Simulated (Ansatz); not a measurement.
# C3H3F2N: the cost of one run

Computed with Ansatz 0.2.0 through its Python package. Level of theory: r2SCAN+D4/def2-SVP.

### Step 1. The system

Bond lengths: N1–C2 1.160 Å, C2–C3 1.461 Å, C3–C4 1.509 Å, C4–F5 1.357 Å, C4–F6 1.359 Å, C3–H7 1.095 Å, C3–H8 1.095 Å, C4–H9 1.094 Å. Angles: N1–C2–C3 178.8°, C2–C3–C4 110.0°, C2–C3–H7 110.0°, C2–C3–H8 110.2°, C4–C3–H7 109.7°, C4–C3–H8 109.8°, H7–C3–H8 107.1°, C3–C4–F5 109.9°, C3–C4–F6 109.0°, C3–C4–H9 113.9°, F5–C4–F6 106.2°, F5–C4–H9 109.0°, F6–C4–H9 108.5°.

No structure file is read: the coordinates are typed or built in the script.

### Step 2. Script

c3h3f2n_freq.py reads:

```python
import ansatz as az
import numpy as np


def main() -> None:
    mol = (
        az.Crystal.molecule()
        .atom("N", (2.4412, -0.9252, -0.3777))
        .atom("C", (1.4977, -0.2659, -0.2346))
        .atom("C", (0.3146, 0.5645, -0.0242))
        .atom("C", (-0.8989, -0.3091, 0.1758))
        .atom("F", (-1.2945, -0.831, -1.0127))
        .atom("F", (-1.9302, 0.4604, 0.6138))
        .atom("H", (0.4573, 1.2047, 0.853))
        .atom("H", (0.1587, 1.2257, -0.8832))
        .atom("H", (-0.7458, -1.1241, 0.8898))
    )

    job = mol.calculation().basis(gaussian="def2-SVP").functional("r2scan", dispersion="d4")
    symbols = [site.symbol for site in mol.cartesian_sites]
    start = np.array([site.position_ang for site in mol.cartesian_sites], dtype=float)
    r = job.relax(force_tolerance=0.003).run(threads=1).report
    end = np.array(r["positions_ang"])

    print("final positions (A) and the move of each atom")
    for symbol, xyz, old in zip(symbols, end, start):
        print(f"{symbol:2s} {xyz[0]:10.5f} {xyz[1]:10.5f} {xyz[2]:10.5f}   {np.linalg.norm(xyz - old):7.4f}")

    minimum = az.Crystal.molecule()
    for symbol, place in zip(symbols, end):
        minimum = minimum.atom(symbol, place.tolist())
    vibrating = minimum.calculation()
    vibrating = vibrating.basis(gaussian="def2-SVP").functional("r2scan", dispersion="d4")
    vibrating = vibrating.phonons(temperatures=(100, 500, 100))
    vib = vibrating.run(threads=1).report["vibrations"]
    sums = vib["harmonic_sums"]
    modes = [m["omega_inv_cm"] for m in sums["modes_at_gamma"] if m["rigid_motion"] == "no"]
    for number, w in enumerate(modes, start=1):
        print(f"mode {number:2d} {w:9.1f} 1/cm {w / 8065.544 * 1000:8.2f} meV")
    print("imaginary modes:", sum(w < 0 for w in modes), " zero-point energy:", round(sums["zero_point_energy_ev"], 4), "eV")
    print("T (K)   F_vib (eV)   S_vib (meV/K)   C_vib (meV/K)")
    for row in zip(sums["temperatures_k"], sums["vibrational_free_energy_ev"], vib["entropy_ev_per_k"], vib["heat_capacity_ev_per_k"]):
        print(f"{row[0]:6.1f} {row[1]:11.4f} {1000 * row[2]:13.4f} {1000 * row[3]:15.4f}")


if __name__ == "__main__":
    main()
```

### Step 3. The calls as engine input

The package turns the script's settings into the engine's input (first run):

```yaml
crystal:
  periodic: [false, false, false]
  atoms:
    - { symbol: "N", position_ang: [2.4412, -0.9252, -0.3777] }
    - { symbol: C, position_ang: [1.4977, -0.2659, -0.2346] }
    - { symbol: C, position_ang: [0.3146, 0.5645, -0.0242] }
    - { symbol: C, position_ang: [-0.8989, -0.3091, 0.1758] }
    - { symbol: F, position_ang: [-1.2945, -0.831, -1.0127] }
    - { symbol: F, position_ang: [-1.9302, 0.4604, 0.6138] }
    - { symbol: H, position_ang: [0.4573, 1.2047, 0.853] }
    - { symbol: H, position_ang: [0.1587, 1.2257, -0.8832] }
    - { symbol: H, position_ang: [-0.7458, -1.1241, 0.8898] }
basis:
  gaussian:
    orbitals: def2-SVP
hamiltonian:
  xc: r2scan
  dispersion: d4
relax:
  f_tol: 0.003
```

### Step 4. The run

Run with:

```
$ python c3h3f2n_freq.py
```

Q: Estimate wall time and peak memory on 1 thread of Arm Neoverse V2, shared host.

About 3.8 min, with a peak of 0.22 GiB.
